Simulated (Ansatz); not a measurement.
A calculation with Ansatz (development build ahead of 0.2.0).

```yaml
crystal:
  periodic: [false, false, false]
  atoms:
    - { symbol: Si, position_ang: [0.0, 0.0, 0.0] }
    - { symbol: H, position_ang: [0.5938, 0.2593, 1.3448] }
    - { symbol: H, position_ang: [-0.9595, 1.0921, -0.3392] }
    - { symbol: H, position_ang: [-0.7202, -1.3075, 0.0177] }
    - { symbol: H, position_ang: [1.0859, -0.0439, -1.0234] }
basis:
  gaussian: { orbitals: def2-SVP }
total_charge: 1
magnetization:
  spin_polarized: true
  initial_magnetization: 1
hamiltonian:
  xc: hf
output:
  forces: true
```

The input is written out in the form of the current development build from the run's settings.

Output:

| Quantity | Value |
| --- | --- |
| Converged | yes |
| Total energy | -290.71304 hartree |
| Spin squared of the determinant | 0.761 |
| Stability test | minimum |

Forces (eV/Å):
| atom | Fx | Fy | Fz |
| --- | --- | --- | --- |
| Si1 | 3.456 | 6.275 | -0.085 |
| H2 | -0.542 | -1.006 | 0.051 |
| H3 | -0.585 | -0.983 | 0.004 |
| H4 | -1.801 | -3.270 | 0.044 |
| H5 | -0.528 | -1.015 | -0.014 |

Caution: the determinant breaks the point group.
